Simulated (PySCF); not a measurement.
Dipole moment and polarisability across levels of theory

Compound: C2H7N.
InChI=1S/C2H7N/c1-3-2/h3H,1-2H3

PySCF, dipoles from the SCF density, polarisabilities from static response with core orbitals frozen. Geometry: PBE0-D3(BJ)/def2-SVP; no solvent, vibrations or thermal averaging.

Task: How do dipole and polarisability depend on functional and basis here?

Result: 

| level | μ (D) | error (%) | α (Å³) | error (%) | anisotropy (Å³) |
| --- | --- | --- | --- | --- | --- |
| LDA/def2-SVPD | 0.898 | -12.8 | 5.92 | +8.7 | 1.09 |
| PBE/def2-SVPD | 0.861 | -16.4 | 5.82 | +6.9 | 1.09 |
| B3LYP/def2-SVPD | 0.912 | -11.5 | 5.64 | +3.5 | 1.00 |
| PBE0/def2-SVPD | 0.918 | -10.9 | 5.57 | +2.2 | 1.00 |
| BHandHLYP/def2-SVPD | 0.965 | -6.3 | 5.40 | -0.8 | 0.94 |
| CAM-B3LYP/def2-SVPD | 0.960 | -6.8 | 5.54 | +1.6 | 0.94 |
| wB97X-D/def2-SVPD | 0.961 | -6.7 | 5.52 | +1.4 | 0.93 |
| LC-wPBE/def2-SVPD | 0.992 | -3.7 | 5.37 | -1.4 | 0.89 |
| HF/def2-SVPD | 1.015 | -1.4 | 5.18 | -4.8 | 0.86 |
| PBE0/6-31G* | 0.967 | -6.1 | 4.45 | -18.3 | 0.92 |
| PBE0/6-31+G* | 1.037 | +0.7 | 5.03 | -7.6 | 0.81 |
| PBE0/def2-SVP | 0.901 | -12.5 | 4.61 | -15.4 | 0.94 |
| PBE0/aug-cc-pVDZ | 0.913 | -11.3 | 5.77 | +6.0 | 1.04 |
| PBE0/def2-TZVP | 0.902 | -12.5 | 5.29 | -2.8 | 0.93 |
| PBE0/def2-TZVPD | 0.909 | -11.8 | 5.74 | +5.4 | 1.04 |
| PBE0/aug-cc-pVTZ | 0.905 | -12.1 | 5.80 | +6.5 | 1.04 |

Reference dipole: 1.030 D (measured, gas; NIST CCCBDB Release 22 (SRD 101), experimental dipoles). Reference dipole: 1.030 D (measured, unstated (gas or solution; conformer average); Muller, Mokrushina, Arlt, J. Chem. Eng. Data 57 (2012) 1231, supporting information). Reference polarisability: 5.447 Å³ (measured, gas; NIST CCCBDB Release 22 (SRD 101), experimental polarizabilities). Errors are taken against the first value of each kind. The anisotropy is √(½[(α1 − α2)² + (α2 − α3)² + (α3 − α1)²]). For the dipole, the smallest error is 0.7% (PBE0/6-31+G*) and the largest 16.4% (PBE/def2-SVPD). For the polarisability, the smallest error is 0.8% (BHandHLYP/def2-SVPD) and the largest 18.3% (PBE0/6-31G*). The dipole runs from 0.86 D (PBE/def2-SVPD) to 1.04 D (PBE0/6-31+G*). In one basis (def2-SVPD) the functionals order the polarisability from HF (lowest) to LDA (highest), a spread of 14%. With PBE0 the polarisability is 4.78 Å³ without diffuse functions (mean of 6-31G*, def2-SVP and def2-TZVP) and 5.58 Å³ with them (mean of 6-31+G*, def2-SVPD, aug-cc-pVDZ, def2-TZVPD and aug-cc-pVTZ). Measured values can belong to vibrating molecules and may average over conformers; the computed ones are for one fixed geometry.
